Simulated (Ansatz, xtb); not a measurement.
# Two isomers of C5H10S

Structure X is `C[C@@H]1CCSC1`, a singlet and structure Y is `SC1CCCC1`, a singlet. Both are isolated molecules in the gas phase, relaxed with PBE-D3(BJ)/def2-SVP, each in the lowest conformer that the search found.

Quicker runs give these differences E(Y) − E(X): GFN2-xTB +1.3 kcal/mol; HF/STO-3G +8.5 kcal/mol (at GFN2-xTB geometries); r2SCAN-D4/def2-SVP +2.8 kcal/mol (at GFN2-xTB geometries).

Problem. Estimate E(Y) − E(X) at the level CCSD(T)/def2-SVP + ΔMP2/def2-TZVPP.

Solution. Calculated at CCSD(T)/def2-SVP + ΔMP2/def2-TZVPP: E(Y) − E(X) = +3.5 kcal/mol, so structure X lies lower.

The same difference at several levels:

```tsv
level	geometry	E(Y) − E(X) (kcal/mol)	departure from the last row (kcal/mol)	job, with rough time for the two
GFN2-xTB	GFN2-xTB	+1.3	−2.3	optimisation, 0.11 s
HF/STO-3G	GFN2-xTB	+8.5	+5.0	single point, 0.32 s
r2SCAN-D4/def2-SVP	GFN2-xTB	+2.8	−0.8	single point, 3 s
PBE-D3(BJ)/def2-SVP	PBE-D3(BJ)/def2-SVP	+2.8	−0.7	optimisation, 17 s
HF/def2-SVP	PBE-D3(BJ)/def2-SVP	+1.9	−1.6	part of the CCSD(T) run
MP2/def2-SVP	PBE-D3(BJ)/def2-SVP	+1.9	−1.6	part of the CCSD(T) run
CCSD(T)/def2-SVP	PBE-D3(BJ)/def2-SVP	+1.7	−1.8	single point
CCSD(T)/def2-SVP + ΔMP2/def2-TZVPP	PBE-D3(BJ)/def2-SVP	+3.5		single point, 44 s
```

As drawn, Y has 1 C–C, 1 S–H in place of 1 C–S, 1 C–H.

The levels shown agree on the order. The largest departure from CCSD(T)/def2-SVP + ΔMP2/def2-TZVPP is that of HF/STO-3G, 5.0 kcal/mol. The last row adds to CCSD(T) the change of the MP2 difference between the two basis sets, here +1.8 kcal/mol.

With thermal terms from frequencies at re-optimised GFN2-xTB minima (ideal gas, soft modes damped towards free rotors, one conformer each, 298.15 K, 1 atm): on the last row, ΔE + ΔZPE = +2.3, ΔH = +2.4, ΔG = +2.2 kcal/mol.

The correlated steps freeze 10 core orbitals. Mirror images aren't counted in ΔG. Codes used: Ansatz 0.2.0, xtb 6.7.1; the last row on 4 threads of Arm Neoverse V2 on a shared host.
